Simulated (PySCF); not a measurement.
# Level of theory and bond dissociation enthalpies: 1-butyne

Structure: `C#CCC` (C4H6). Optimised structure (Å), atoms numbered from 1:
```
C     2.3063    0.0557    0.0607
C     1.1385   -0.2565    0.1386
C    -0.2745   -0.6071    0.2225
C    -1.2055    0.5090   -0.2476
H     3.3430    0.3272   -0.0071
H    -0.5099   -0.8807    1.2654
H    -0.4484   -1.5196   -0.3734
H    -2.2568    0.1960   -0.1643
H    -1.0067    0.7717   -1.2968
H    -1.0679    1.4170    0.3575
```

All levels share the PBE0-D3(BJ)/def2-SVP structures and the GFN2-xTB thermal terms; only the single-point energies (PySCF) change. Values are bond dissociation enthalpies (298 K, kJ/mol).

```jsonl
{"level": "BLYP-D3(BJ)/def2-TZVP", "C3–C4": "293", "C3–H": "341", "C4–H": "417", "abs. error": "39.8", "time": "110 s"}
{"level": "TPSS-D3(BJ)/def2-TZVP (grid 3)", "C3–C4": "293", "C3–H": "349", "C4–H": "421", "abs. error": "39.3", "time": "2.9 min"}
{"level": "TPSSh-D3(BJ)/def2-TZVP (grid 3)", "C3–C4": "295", "C3–H": "352", "C4–H": "421", "abs. error": "37.1", "time": "2.6 min"}
{"level": "B3LYP-D3(BJ)/def2-TZVP", "C3–C4": "302", "C3–H": "351", "C4–H": "422", "abs. error": "30.3", "time": "56 s"}
{"level": "BP86-D3(BJ)/def2-TZVP", "C3–C4": "309", "C3–H": "351", "C4–H": "426", "abs. error": "23.9", "time": "81 s"}
{"level": "M06-L/def2-TZVP (grid 3)", "C3–C4": "309", "C3–H": "341", "C4–H": "417", "abs. error": "23.5", "time": "3 min"}
{"level": "CAM-B3LYP-D3(BJ)/def2-TZVP", "C3–C4": "312", "C3–H": "358", "C4–H": "424", "abs. error": "20.8", "time": "66 s"}
{"level": "B97-2/def2-TZVP", "C3–C4": "314", "C3–H": "346", "C4–H": "420", "abs. error": "18.3", "time": "54 s"}
{"level": "PBE0-D3(BJ)/def2-TZVP", "C3–C4": "316", "C3–H": "346", "C4–H": "415", "abs. error": "16.6", "time": "–"}
{"level": "PBE0-D3(BJ)/6-311+G**", "C3–C4": "317", "C3–H": "348", "C4–H": "416", "abs. error": "15.5", "time": "35 s"}
{"level": "PBE0-D3(BJ)/aug-cc-pVDZ", "C3–C4": "320", "C3–H": "345", "C4–H": "412", "abs. error": "12.9", "time": "48 s"}
{"level": "PBE0-D3(BJ)/6-31G", "C3–C4": "320", "C3–H": "347", "C4–H": "421", "abs. error": "12.3", "time": "13 s"}
{"level": "PBE0-D3(BJ)/pcseg-1", "C3–C4": "321", "C3–H": "347", "C4–H": "416", "abs. error": "11.5", "time": "22 s"}
{"level": "PBE0-D3(BJ)/ma-def2-SVP", "C3–C4": "322", "C3–H": "345", "C4–H": "415", "abs. error": "10.3", "time": "26 s"}
{"level": "PBE0-D3(BJ)/def2-SVPD", "C3–C4": "326", "C3–H": "346", "C4–H": "416", "abs. error": "6.2", "time": "37 s"}
{"level": "ATcT 1.112", "C3–C4": "333", "C3–H": "n/a", "C4–H": "n/a", "abs. error": "", "time": ""}
```

Times are wall times for all single points of a level on 1 thread of Arm Neoverse N1, a shared host; the dash marks the run that also made the structures. BLYP, BP86, M06-L, TPSS ran on a slower path of this set-up, which computes the density-fitting integrals anew in every SCF cycle while the other levels store them. So the times needn't show the usual order of cost, and those levels read slower than they are.

The widest spread is that of C3–C4: 34 kJ/mol, from 293 to 326.

Note: radicals beside a multiple bond are drawn in one resonance form, and their spin spreads.

Differences come from unrounded values, so a last digit can differ from that of the printed terms.
